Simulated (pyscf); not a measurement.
## Four-centre exchange: O=V(Cl)(Cl)–Cl + water (H₂O) -> O=V(OH)(Cl)–Cl + hydrogen chloride (HCl)

Gas phase, singlet surface, charge 0. Bonds broken: V2–Cl3, O6–H7. Bonds formed: V2–O6, Cl3–H7. Single points on ωB97X-D3(BJ)/def2-SVP structures (PySCF, gas phase).

Transition state (Å):

```xyz
8

O      0.2688     0.0430     0.8914
V     -1.0751    -0.2030     0.2320
Cl    -0.0924    -1.8477    -1.5604
Cl    -2.3146     1.3463     1.0681
Cl    -1.9412    -1.9587     1.1074
O     -1.1140     0.5461    -1.4944
H     -0.4672    -0.5366    -1.9840
H     -0.9133     1.4836    -1.6224
```

One imaginary mode, 713i cm⁻¹; descent along it reached the two sides named, in the forms told below.

| bond | change | reactant side (Å) | saddle | product side |
|---|---|---|---|---|
| V2–Cl3 | breaks | 2.204 | 2.6 | 3.7 |
| O6–H7 | breaks | 0.968 | 1.353 | 3.0 |
| V2–O6 | forms | 2.174 | 1.882 | 1.710 |
| Cl3–H7 | forms | 2.7 | 1.428 | 1.290 |

Electronic energies relative to the separated reactants (kcal/mol):

| level | barrier | reaction energy | reverse barrier |
|---|---|---|---|
| ωB97X-D3(BJ)/def2-TZVP | 14.8 | +2.6 | 12.2 |
| PBE/def2-TZVP | 12.8 | +1.7 | 11.1 |
| r²SCAN/def2-TZVP | 12.3 | +1.5 | 10.8 |
| B3LYP-D3(BJ)/def2-TZVP | 14.9 | +2.1 | 12.7 |
| PBE0-D3(BJ)/def2-TZVP | 13.7 | +2.3 | 11.4 |
| M06-2X/def2-TZVP | 14.0 | +1.5 | 12.5 |
| ωB97M-D3(BJ)/def2-TZVP | 15.5 | +0.6 | 15.0 |
| HF/def2-TZVP | 28.9 | -0.9 | 29.8 |

With ωB97M-D3(BJ)/def2-TZVP energies and thermal terms (ideal gas, 1 atm, RRHO with modes under 100 cm⁻¹ raised to 100, one conformer, R ln 2 for chiral ones without a mode under 150 cm⁻¹), in kcal/mol:

```
T (K)   ΔH‡   ΔG‡    ΔH    ΔG
-----  ----  ----  ----  ----
298    13.0  23.5  -1.1  -1.1
600    13.3  34.1  -0.7  -1.2
900    14.2  44.3  -0.3  -1.5
1200   15.1  54.3  +0.2  -2.0
```

On the reactant side the descent ends in an adduct with a O–V contact, 7.3 kcal/mol under the separated species and 22.0 kcal/mol under the saddle at ωB97X-D3(BJ)/def2-TZVP. What is counted as formed (O–V) is already present as a longer contact in the reactant adduct; forming that adduct is a step of its own. This is the saddle that the search found; another between the same sides may lie lower.
